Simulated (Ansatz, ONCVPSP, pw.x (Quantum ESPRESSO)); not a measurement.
## boron (B) (bcc): variants of one ONCV potential in the solid

ONCVPSP 4.0.1 input, shortened (lines: element, Z, core and valence counts, functional; n l f; lmax; l rc ep ncon nbas qcut; lloc lpopt rc5 dvloc0; l nproj debl; icmod fcfact rcfact), LDA (Perdew-Wang 92), scalar-relativistic:

```
  B 5.00    1    1  -001012      upf
    1    0    2.00
    2    0    1.00
    1
    0    1.25    0.00    5   10    5.80
    1    1.25    0.03    4    9    6.20
    1    5    1.25    0.00
    0    2    1.80
    1    0    1.70
    3    5.75    1.15
```

In the p channel the program set the typed energies aside and used 0.050 Ha.

Crystal test: bcc B in pw.x 7.5, no spin, 18³ k-points, Fermi–Dirac smearing 0.01 Ry, cutoffs set for each file from its atomic test. The reference is all-electron LAPW (Ansatz 0.2.0) with the same functional, mesh and smearing; V0 and B0 come from Birch–Murnaghan fits to the pressures at five volumes. Errors are pseudo minus all-electron; Δ is the rms difference of the E(V) curves that follow from these fits, minima aligned, over ±6 % about the mean V0. Mesh and smearing are coarse, so the numbers serve the comparison and aren't converged zero-temperature values; the lattice is a test structure that the element need not adopt.

All-electron: a0 = 2.281 Å (V0 = 5.93 Å³/atom), B0 = 251.5 GPa.

Base: This is a poor potential for the solid.

2 further variants are left out: they gave no file fit for a test, a broken result, the same result as the base, or pressures whose basis-set error rivals the error shown.

A dash in a converged row means that the minimum lies outside the volumes sampled.

| change | cutoffs (Ry) | pw.x | a0 (Å) | a0 error (%) | B0 error (%) | Δ (meV/atom) | mean pressure error (GPa) |
| --- | --- | --- | --- | --- | --- | --- | --- |
| base | 50/200 | converged; energies reset by the program | – | – | – | – | +18.52 |
| p: nproj 1; local potential polynomial inside 1.05 bohr (lpopt 5, dvloc0 4 Ha) | 50/200 | converged; energies reset by the program | 2.299 | +0.78 | -6.2 | 7.4 | +5.80 |
| p: nbas 8 | 50/200 | converged; energies reset by the program | – | – | – | – | +15.83 |
| core correction none | 45/180 | converged; energies reset by the program | – | – | – | – | +12.81 |
